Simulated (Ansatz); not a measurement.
Trigonal Se was calculated with G0W0@PBE in Ansatz (plane waves, hard PAW, contour deformation, complete-basis limit).

Run with largest k mesh 6×6×4 (not extrapolated in the mesh).

Cell (measured lattice):

Space group P3₁21 (No. 152); a = 4.366 Å, b = 4.366 Å, c = 4.954 Å, α = 90.00°, β = 90.00°, γ = 120.00°

```tsv
atom	site	symmetry	x	y	z
Se	3a	.2.	0.7750	0.7750	0.0000
```

Predict the band gap.


- band gap: 1.69 eV (indirect)

Note: cell and atoms aren't relaxed at this level; the gap holds a correction of -0.01 eV to the complete basis.

Spin–orbit coupling is not included.

Ansatz is a program for electronic structure.
